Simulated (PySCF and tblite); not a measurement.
The numbers below are computed, except where a source is named.
System: C₃H₂O₂, numbered as in [CH:1]#[C:2][C:3](=[O:4])[OH:5].

For the rotation about the C3–O5 bond (torsion C2–C3–O5–H from 180° to 360°, rising): electronic barrier 11.53 kcal/mol, zero-point change -1.10 kcal/mol, thermal and entropy terms at 350 K a further 0.00 kcal/mol (symmetry numbers apart). The minimum is Cs, the saddle C1. Level: PBE0/pcSseg-2 + D3(BJ) on GFN2-xTB stationary points, with GFN2-xTB thermal terms. Rate constants are transition-state-theory values, counting equivalent paths, without tunnelling. (PySCF 2.14 with density fitting, tblite 0.8.)

(1) How many equivalent paths lead out of the minimum?

(2) Work out the rate at 350 K.

Answers

(1) 2: the symmetry number of the minimum is 1, that of the saddle displaced along its mode 1, and the displaced saddle is chiral while the minimum is not, which doubles the count.

(2) ΔG‡ = 10.43 kcal/mol; k_B T/h = 7.3×10¹² s⁻¹; exp(−ΔG‡/RT) = 3.1×10⁻⁷; times 2 gives k = 4.5×10⁶ s⁻¹. Wigner's tunnelling factor for the 596i cm⁻¹ mode would be 1.25.
